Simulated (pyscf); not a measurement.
H₂B–OH + silane (SiH₄) -> H₂B–OH + silane (SiH₄) (four-centre exchange; singlet surface; B–H, H–Si broken, B–H, H–Si formed). PySCF, gas phase, ωB97X-D3(BJ)/def2-SVP geometries. Correlated levels are frozen-core, on RHF or UHF. ΔMP2 is the change of the MP2 total energy from the triple- to the quadruple-zeta basis. Energies in kcal/mol from the separated reactants.

```
level                             barrier  reaction energy
--------------------------------  -------  ---------------
r²SCAN/def2-TZVP                      [?]              0.0
PBE0-D3(BJ)/def2-TZVP                13.3              0.0
M06-2X/def2-TZVP                     18.8              0.0
ωB97M-D3(BJ)/def2-TZVP               18.9              0.0
MP2/def2-QZVPP                       18.7              0.0
CCSD(T)/def2-TZVPP                   20.4              0.0
CCSD(T)/def2-TZVPP + ΔMP2(QZVPP)      [?]              0.0
```

Task: Fill in the missing entries.

Result: 
- r²SCAN/def2-TZVP, barrier: 14.2
- CCSD(T)/def2-TZVPP + ΔMP2(QZVPP), barrier: 19.7

At the saddle there is also a short B–Si contact that neither side keeps. This is the saddle that the search found; another between the same sides may lie lower. The CCSD(T) − MP2 part came from Ansatz, without density fitting, on the same reference.
